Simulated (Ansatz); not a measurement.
Reaction: C3H3 (SMILES C1C=[C]1, doublet) → C3H3 (SMILES [CH]=C=C, doublet)
Each species at its own B3LYP-D3(BJ)/def2-TZVP minimum (Ansatz, an electronic-structure program).

Total energies in hartree (Ansatz). Open shells are spin-unrestricted; no spin-orbit coupling. Correlated methods leave the cores frozen. No relativity. The UHF reference of C3H3 ([C]1=CC1, doublet) is spin-contaminated (<S^2> up to 0.14 over the pure value in the sets run). The UHF reference of C3H3 ([CH]=C=C, doublet) is spin-contaminated (<S^2> up to 0.21 over the pure value in the sets run).

```tsv
species	HF/aug-cc-pVTZ	CCSD(T)/aug-cc-pVTZ	HF/aug-cc-pVQZ	CCSD(T)/aug-cc-pVQZ	CCSD(T)/aug-cc-pVDZ	CCSDT(Q)/aug-cc-pVDZ
1: C3H3 (SMILES [C]1=CC1, doublet)	-115.21645	-115.72250	-115.22312	-115.75021	-115.62009	-115.62261
2: C3H3 (SMILES [CH]=C=C, doublet)	-115.29437	-115.78525	-115.30088	-115.81305	-115.67995	-115.68265
```

### Question
Work out the isomerisation energy (electronic) in kJ/mol: take Hartree-Fock from aug-cc-pVQZ, extrapolate the CCSD(T) correlation energy as X^-3 (X = 3, 4), and add CCSDT(Q) - CCSD(T) in aug-cc-pVDZ. 1 hartree = 2625.5 kJ/mol.

### Answer

Species 1: correlation (64·(-0.52709) - 27·(-0.50605))/37 = -0.54244; step -0.00252; E1 = -115.22312 + (-0.54244) + (-0.00252) = -115.76808
Species 2: correlation (64·(-0.51217) - 27·(-0.49088))/37 = -0.52771; step -0.00270; E2 = -115.30088 + (-0.52771) + (-0.00270) = -115.83129
-1·E1 +1·E2 = -0.06321 hartree = -166.0 kJ/mol.
